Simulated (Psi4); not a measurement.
# A workflow on PH2 (SMILES [PH2])

Aim: a structure relaxation (UPBE0/6-31G*), then the harmonic vibrations, then the energy (UCCSD(T)/def2-TZVP), then the vertical excitations (TDA-PBE0/6-31G*) of PH2. 

The results are computed with Psi4 1.11.

### 1 Starting point

PH2 has 3 atoms, charge 0, and is taken as a doublet. SMILES: `[PH2]`. All atoms were displaced at random from a relaxed shape. The run starts from this shape.

Bond lengths: P1–H2 1.471 Å, P1–H3 1.481 Å. Angles: H2–P1–H3 89.7°.

### 2 A structure relaxation at UPBE0/6-31G(d) (density fitting, Cartesian functions) (run 1)

The input, job.in:

```
memory 1.6 GB

molecule molecule1 {
  0 2
  P      0.507013    -0.384938     0.321449
  H      0.146253     1.032606     0.165965
  H     -0.678546    -0.765500    -0.481134
  symmetry c1
}

set {
  basis        6-31G*
  reference    uks
  geom_maxiter 60
}

optimize('pbe0')
```

The run is started by

```bash
$ psi4 job.in job.out -n 1
```

job.out:

```text
[...]
  Running in c1 symmetry.
[...]
  Nuclear repulsion =   11.008695620234043
[...]
  Multiplicity = 2
[...]
  Nalpha       = 9
  Nbeta        = 8
[...]
    Number of basis functions: 23
[...]
   @DF-UKS iter   1:  -342.32791540501785   -3.31523e-01   7.06617e-03 ADIIS/DIIS
[...]
   @DF-UKS iter   6:  -342.34907680301058   -2.27374e-13   6.45501e-09 DIIS
[...]
   @S^2 Observed:                7.548557997E-01
[...]
  @DF-UKS Final Energy:  -342.34907680301058
   => Energetics <=
    Nuclear Repulsion Energy =             11.3785220304985373
    One-Electron Energy =                -495.4977183951549478
    Two-Electron Energy =                 159.7409778152010347
    DFT Exchange-Correlation Energy =     -17.9708582535551784
    Empirical Dispersion Energy =           0.0000000000000000
    VV10 Nonlocal Energy =                  0.0000000000000000
    Total Energy =                       -342.3490768030105755
  UHF NO Occupations:
  HONO-2 :    7  A 1.9996638
  HONO-1 :    8  A 1.9979920
[...]
  -Total Gradient:
     Atom            X                  Y                   Z
    ------   -----------------  -----------------  -----------------
       1        0.000078762886     0.000003939084     0.000000000000
       2        0.000041650081     0.000096588841     0.000000000000
       3       -0.000120457668    -0.000100487876    -0.000000000000
[...]
    Final optimized geometry and variables:
    Molecular point group: c1
    Full point group: Cs
    Geometry (in Angstrom), charge = 0, multiplicity = 2:
    P            0.052654674036    -0.030429531843     0.000000000000
    H           -0.296939926006     1.353667125276     0.000000000000
    H           -1.321310553526    -0.418468011446    -0.000000000000
    Psi4 run time: 0:00:04.54
[...]
```

Standard output:

```text
Optimizer: Optimization complete!
```

It took 5.7 s on 1 thread of Intel Xeon 6975P-C (Granite Rapids), shared host; peak memory 0.26 GiB.

Steps, from the record of the run:

| step | energy from the first frame kept (eV) | largest force (eV/Å) |
| --- | --- | --- |
| 0 | 0.0000 | 1.3918 |
| 1 | -0.0479 | 0.0507 |
| 2 | -0.0481 | 0.0081 |

After the run. Bond lengths: P1–H2 1.428 Å, P1–H3 1.428 Å. Angles: H2–P1–H3 91.6°.

### 3 Vibrational wavenumbers at UPBE0/6-31G(d) (density fitting, Cartesian functions) (run 2)

The input, h2p.dat:

```
memory 1600 MB

molecule mol {
  0 2
  P      0.504560    -0.383652     0.319908
  H      0.175822     0.998830     0.183478
  H     -0.632712    -0.771238    -0.451289
  symmetry c1
}

set basis 6-31G*
set reference uks
set t 400.0
set rotational_symmetry_number 2

e, wfn = freq('pbe0', return_wfn=True)
print_variables()
```

The run is started by

```bash
$ psi4 h2p.dat h2p.out -n 1
```

h2p.out:

```text
[...]
  Running in c1 symmetry.
[...]
  Nuclear repulsion =   11.378522920379703
[...]
  Multiplicity = 2
[...]
  Nalpha       = 9
  Nbeta        = 8
[...]
    Number of basis functions: 23
[...]
   @DF-UKS iter   1:  -342.32945738926287   -3.00007e-01   7.13064e-03 DIIS/ADIIS
[...]
   @DF-UKS iter  10:  -342.34907680254986   -3.97904e-13   8.58244e-09 DIIS
[...]
   @S^2 Observed:                7.548558050E-01
[...]
  @DF-UKS Final Energy:  -342.34907680254986
   => Energetics <=
    Nuclear Repulsion Energy =             11.3785130170574007
    One-Electron Energy =                -495.4977003580813744
    Two-Electron Energy =                 159.7409683387196537
    DFT Exchange-Correlation Energy =     -17.9708578002455539
    Empirical Dispersion Energy =           0.0000000000000000
    VV10 Nonlocal Energy =                  0.0000000000000000
    Total Energy =                       -342.3490768025498596
  UHF NO Occupations:
  HONO-2 :    7  A 1.9996638
  HONO-1 :    8  A 1.9979920
[...]
  -Total Gradient:
     Atom            X                  Y                   Z
    ------   -----------------  -----------------  -----------------
       1        0.000079313478     0.000003943449     0.000000078482
       2        0.000041697797     0.000096875373     0.000000190727
       3       -0.000121055985    -0.000100778677    -0.000000269186
[...]
  ==> Harmonic Vibrational Analysis <==
[...]
  Freq [cm^-1]                1152.3460           2415.9931           2430.4372
[...]
  IR activ [km/mol]            34.9016             95.8396             123.9969
[...]
  Total E_0, Enthalpy at 0 [K]                                                         -342.33541059 [Eh]
[...]
  Total H, Enthalpy at  400.00 [K]                                                     -342.33025554 [Eh]
[...]
```

It took 22 s on 1 thread of Intel Xeon 6975P-C (Granite Rapids), shared host; peak memory 0.26 GiB.

### 4 A single-point energy at UCCSD(T)/def2-TZVP (run 3)

The input, calc.in:

```
memory 1600 mb

molecule mol {
  0 2
  P
  H 1 R2
  H 1 R3 2 A3

  R2 = 1.427564
  R3 = 1.42771
  A3 = 91.59559
  symmetry c1
}

set {
  reference uhf
  scf_type pk
  num_frozen_docc 5
}

result = energy('ccsd(t)/def2-TZVP')
```

The run is started by

```bash
$ psi4 -i calc.in -o calc.out -n 1
```

calc.out:

```text
[...]
  Running in c1 symmetry.
[...]
  Nuclear repulsion =   11.378521257587684
[...]
  Multiplicity = 2
[...]
  Nalpha       = 9
  Nbeta        = 8
[...]
    Number of basis functions: 49
[...]
   @UHF iter   1:  -341.85720617591244   -4.83917e-01   4.15546e-03 DIIS/ADIIS
[...]
   @UHF iter  13:  -341.88179825886471   -7.38964e-13   2.86341e-09 DIIS
[...]
   @S^2 Observed:                7.695610055E-01
[...]
  @UHF Final Energy:  -341.88179825886471
   => Energetics <=
    Nuclear Repulsion Energy =             11.3785212575876837
    One-Electron Energy =                -495.4023084664099770
    Two-Electron Energy =                 142.1419889499575788
    Total Energy =                       -341.8817982588647055
  UHF NO Occupations:
  HONO-2 :    7  A 1.9993533
  HONO-1 :    8  A 1.9911692
  HONO-0 :    9  A 1.0000000
  LUNO+0 :   10  A 0.0088308
  LUNO+1 :   11  A 0.0006467
[...]
 Multipole Moments:
 ------------------------------------------------------------------------------------
     Multipole            Electronic (a.u.)      Nuclear  (a.u.)        Total (a.u.)
 ------------------------------------------------------------------------------------
 L = 1.  Multiply by 2.5417464519 to convert [e a0] to [Debye]
 Dipole X            :          1.1201946           -1.2962838           -0.1760892
 Dipole Y            :          1.0892027           -1.2605454           -0.1713427
 Dipole Z            :          0.0000000            0.0000000            0.0000000
 Magnitude           :                                                    0.2456944
[...]
      * MP2 total energy                      = -342.011016343035351
[...]
      * CCSD total energy                     = -342.039194810108597
[...]
      * CCSD(T) total energy                     = -342.044369666123998
[...]
```

Run time: 3.9 s. Hardware: 1 thread of Intel Xeon 6975P-C (Granite Rapids), shared host; peak memory 0.23 GiB.

### 5 The vertical excitations at TDA-PBE0/6-31G(d) (density fitting, Cartesian functions, save jk yes) (run 4)

The input, job.in:

```
memory 1.6 GB

molecule mol {
  0 2
  P
  H 1 1.427564
  H 1 1.42771 2 91.59559
  units angstrom
  symmetry c1
}

set {
  basis     6-31G*
  reference uks
  save_jk   true
}

from psi4.driver.procrouting.response.scf_response import tdscf_excitations
E, wfn = energy('pbe0', return_wfn=True)
states = tdscf_excitations(wfn, states=4, tda=True)
```

The run is started by

```bash
$ psi4 -i job.in -o job.out -n 1
```

job.out:

```text
[...]
  Running in c1 symmetry.
[...]
  Nuclear repulsion =   11.378521257587684
[...]
  Multiplicity = 2
[...]
  Nalpha       = 9
  Nbeta        = 8
[...]
    Number of basis functions: 23
[...]
   @DF-UKS iter   1:  -342.32945739024660   -3.00007e-01   7.13064e-03 DIIS/ADIIS
[...]
   @DF-UKS iter   8:  -342.34907680302678   -1.93614e-09   1.49804e-07 DIIS
[...]
   @S^2 Observed:                7.548558232E-01
[...]
  @DF-UKS Final Energy:  -342.34907680302678
   => Energetics <=
    Nuclear Repulsion Energy =             11.3785212575876837
    One-Electron Energy =                -495.4977275577321052
    Two-Electron Energy =                 159.7409883045579591
    DFT Exchange-Correlation Energy =     -17.9708588074403366
    Empirical Dispersion Energy =           0.0000000000000000
    VV10 Nonlocal Energy =                  0.0000000000000000
    Total Energy =                       -342.3490768030267759
  UHF NO Occupations:
  HONO-2 :    7  A 1.9996638
  HONO-1 :    8  A 1.9979920
[...]
 Multipole Moments:
 ------------------------------------------------------------------------------------
     Multipole            Electronic (a.u.)      Nuclear  (a.u.)        Total (a.u.)
 ------------------------------------------------------------------------------------
 L = 1.  Multiply by 2.5417464519 to convert [e a0] to [Debye]
 Dipole X            :          1.0275849           -1.2962838           -0.2686989
 Dipole Y            :          0.9991320           -1.2605454           -0.2614134
 Dipole Z            :         -0.0000000            0.0000000           -0.0000000
 Magnitude           :                                                    0.3748814
[...]
                                    Excitation Energy         Total Energy        Oscillator Strength             Rotatory Strength
[...]
```

Wall time 3.6 s (1 thread of Intel Xeon 6975P-C (Granite Rapids), shared host); peak memory 0.24 GiB.

The roots found:

| excited state | energy (eV) | strength | label |
| --- | --- | --- | --- |
| 1 | 3.052 | 0.0130 | A 1 |
| 2 | 5.425 | 0.0000 | A 1 |
| 3 | 6.097 | 0.0000 | A 1 |
| 4 | 6.513 | 0.0008 | A 1 |

### 6 Results

```
                                                                             quantity             value
                                         run 1, UPBE0/6-31G*: total energy at the end     -342.34908 Eh
                                                   run 1, UPBE0/6-31G*: dipole moment            0.95 D
                              run 1, UPBE0/6-31G*: HOMO energy (highest over α and β)          -7.18 eV
                               run 1, UPBE0/6-31G*: LUMO energy (lowest over α and β)          -2.98 eV
                                                            run 1, UPBE0/6-31G*: ⟨S²⟩             0.755
                                      run 2, UPBE0/6-31G*: lowest harmonic wavenumber         1152 cm⁻¹
                                     run 2, UPBE0/6-31G*: highest harmonic wavenumber         2430 cm⁻¹
                                               run 2, UPBE0/6-31G*: zero-point energy       35.9 kJ/mol
          run 2, UPBE0/6-31G*: ideal-gas entropy at 400 K (symmetry number 2 as used)  53.3 cal/(mol K)
                                              run 3, UCCSD(T)/def2-TZVP: total energy     -342.04437 Eh
run 3, UCCSD(T)/def2-TZVP: HOMO energy (Hartree–Fock orbitals) (highest over α and β)         -10.24 eV
 run 3, UCCSD(T)/def2-TZVP: LUMO energy (Hartree–Fock orbitals) (lowest over α and β)           1.04 eV
               run 3, UCCSD(T)/def2-TZVP: correlation energy (5 core orbitals frozen)        -162.6 mEh
                                            run 3, UCCSD(T)/def2-TZVP: (T) correction         -5.17 mEh
                         run 3, UCCSD(T)/def2-TZVP: ⟨S²⟩ of the reference determinant             0.770
                                             run 3, UCCSD(T)/def2-TZVP: T1 diagnostic             0.022
                            run 4, TDA-PBE0/6-31G*: ground-state or mean-field energy     -342.34908 Eh
                       run 4, TDA-PBE0/6-31G*: dipole moment (PBE0 Kohn–Sham density)            0.95 D
 run 4, TDA-PBE0/6-31G*: HOMO energy (PBE0 Kohn–Sham orbitals) (highest over α and β)          -7.18 eV
  run 4, TDA-PBE0/6-31G*: LUMO energy (PBE0 Kohn–Sham orbitals) (lowest over α and β)          -2.98 eV
                            run 4, TDA-PBE0/6-31G*: ⟨S²⟩ of the reference determinant             0.755
                                     run 4, TDA-PBE0/6-31G*: lowest excitation energy           3.05 eV
```

**Reading.** The optimisation (run 1, UPBE0/6-31G*) took 3 steps and changed the energy by -0.048 eV. All 3 modes (run 2, UPBE0/6-31G*) are real, so the shape is a minimum at this level. The triples (run 3, UCCSD(T)/def2-TZVP) make up 3.2 % of the correlation energy. The brightest of the 4 transitions from the ground state lies at 3.05 eV (406 nm, f = 0.013).
